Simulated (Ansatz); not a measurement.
A run of Ansatz (development build ahead of 0.2.0) on singlet CH4 at this shape:

```json
{"atom": "H", "x (Å)": "0.6290", "y (Å)": "-0.6290", "z (Å)": "-0.6290"}
{"atom": "H", "x (Å)": "-0.6290", "y (Å)": "-0.6290", "z (Å)": "0.6290"}
{"atom": "H", "x (Å)": "-0.6290", "y (Å)": "0.6290", "z (Å)": "-0.6290"}
{"atom": "C", "x (Å)": "0.0000", "y (Å)": "0.0000", "z (Å)": "0.0000"}
{"atom": "H", "x (Å)": "0.6290", "y (Å)": "0.6290", "z (Å)": "0.6290"}
```

Its results:

```yaml
Converged: yes
Total_energy: -40.21332 hartree
```

Forces (eV/Å):
| atom | Fx | Fy | Fz |
| --- | --- | --- | --- |
| H1 | -0.152 | 0.152 | 0.152 |
| H2 | 0.152 | 0.152 | -0.152 |
| H3 | 0.152 | -0.152 | 0.152 |
| C4 | 0.000 | 0.000 | 0.000 |
| H5 | -0.152 | -0.152 | -0.152 |

Problem. Which input gives this output? Name the method, the orbitals and the basis set, and write the input.

Solution. RHF in cc-pVTZ. An unrestricted run that stays on the closed shell gives the same numbers.

```yaml
crystal:
  periodic: [false, false, false]
  atoms:
    - { symbol: H, position_ang: [0.629, -0.629, -0.629] }
    - { symbol: H, position_ang: [-0.629, -0.629, 0.629] }
    - { symbol: H, position_ang: [-0.629, 0.629, -0.629] }
    - { symbol: C, position_ang: [0.0, 0.0, 0.0] }
    - { symbol: H, position_ang: [0.629, 0.629, 0.629] }
basis:
  gaussian: { orbitals: cc-pVTZ }
hamiltonian:
  xc: hf
output:
  forces: true
```
